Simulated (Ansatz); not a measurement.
## HfO₂ (P2₁/c, No. 14)

All values below come from r²SCAN (Ansatz, a program for electronic structure, PAW).

Settings: plane-wave cutoff 500 eV, 8×8×8 k mesh, Fermi–Dirac smearing 0.05 eV, scalar-relativistic PAW data made under PBE.

Cell: relaxed at this level.

For HfO₂ (P2₁/c, No. 14), the volume per atom comes out as 11.54 Å³/atom. The band gap comes out as 4.59 eV (on the SCF k mesh).

Measured, for comparison: band gap 5.7 eV (temperature not stated, not corrected to a static lattice, our sources range from 5.70 to 5.84; as tabulated in Choudhary et al. (2018), arXiv:1804.01032).

Note: the relaxation could not lower the start's symmetry, so the cell can be a saddle point above a distorted one.

Spin–orbit coupling is not included.

The computed numbers hold no vibrational or temperature effects.

Computing time: around 30 core-minutes (rough).
